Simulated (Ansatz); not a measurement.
# A ladder of methods for SiH (SMILES [SiH])

The species is SiH (2 atoms), meant as a doublet with charge 0. SMILES: `[SiH]`. The shape is that of a PBE0-D4/def2-TZVP optimisation.

```xyz
2

Si    0.0000    0.0000   -0.0076
H     0.0000    0.0000    1.5241
```

Each level gives the energy change with the Si1–H2 bond stretched from 1.532 to 2.298 Å (eV). The values are calculated.

```csv
level,kind,program,value (eV),CPU time (all runs)
UHF/6-311G**,Hartree–Fock,Ansatz,1.69,0.46 s
U-r2SCAN/6-311G**,meta-GGA,Ansatz,1.62,8.2 s
UPBE0/6-311G**,global hybrid,Ansatz,1.66,2.1 s
UCAM-B3LYP/6-311G**,range-separated hybrid,Ansatz,1.73,2.8 s
UB2PLYP/6-311G**,double hybrid,Ansatz,1.73,2.7 s
RPA@PBE/6-311G**,RPA,Ansatz,1.64,6.5 s
UCCSD/6-311G**,coupled cluster or CI,Ansatz,1.66,0.98 s
UCCSDT(Q)/6-311G**,coupled cluster or CI,Ansatz,1.60,4.8 s
FCI/3-21G,exact in the basis,Ansatz,1.15,0.89 s
```

The first shape isn't each level's own minimum. The values span 1.15 to 1.73 eV. Spin contamination of the reference (⟨S²⟩ at least 0.1 too high) touches UHF/6-311G**, UB2PLYP/6-311G**, UCCSD/6-311G**, UCCSDT(Q)/6-311G**. High-level rows in very small sets aren't better than simpler rows in larger ones. Times are those of the runs behind each value, whatever else they computed, on shared processors of several kinds: orders of magnitude only.
